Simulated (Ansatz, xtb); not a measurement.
## A geometry optimisation of AlH2PSi with r2SCAN-D4/def2-SVP

The starting geometry of this gas-phase triplet was built from a drawn formula by distance geometry and a force field; its bonds are those of `[Al][P]=[SiH2]`.

```yaml
atoms:
  - { symbol: Al, position_ang: [-2.6232, -3.5977, -0.6753] }
  - { symbol: P, position_ang: [-1.9107, -2.1569, 1.0325] }
  - { symbol: Si, position_ang: [-0.3359, -0.9775, 0.6734] }
  - { symbol: H, position_ang: [0.1560, -0.0429, 1.7355] }
  - { symbol: H, position_ang: [0.3217, -0.9156, -0.6231] }
```

**Question.** Predict what becomes of its bonds when it is optimised with r2SCAN-D4/def2-SVP.

**Answer.** A new bond forms, giving a structure with H5 bridging Si3 and Al1, given below by its coordinates. Distances that change by over a tenth: Al1–H5 (3.98 → 1.91 Å), P2–Si3 (2.00 → 2.23 Å), Si3–H5 (1.46 → 1.61 Å). Contacts that close: Al1–Si3 (3.73 → 2.56 Å).

The energy falls by 0.83 eV over 16 steps:

| step | E − E(last) (eV) |
| --- | --- |
| 1 | 0.831 |
| 3 | 0.482 |
| 4 | 0.399 |
| 6 | 0.301 |
| 8 | 0.221 |
| 9 | 0.165 |
| 11 | 0.052 |
| 13 | 0.004 |
| 14 | 0.001 |
| 16 | 0.000 |

Final geometry (Å):

```xyz
5

Al   -1.8182   -2.4301   -0.7314
P    -1.9267   -2.6227    1.4751
Si   -0.1720   -1.3697    0.9232
H    -0.2518    0.1184    1.1623
H    -0.2234   -1.3864   -0.6862
```

From the same start GFN2-xTB ends elsewhere, differing in Al1–H5 (3.26 against 1.91 Å here).

No frequencies were run, so the end isn't proven a minimum. Open shells are spin-unrestricted. The triplet needn't be the ground state. Run with Ansatz 0.2.0, 4.1 min on 1 thread of AMD EPYC (Zen 3) (shared host).
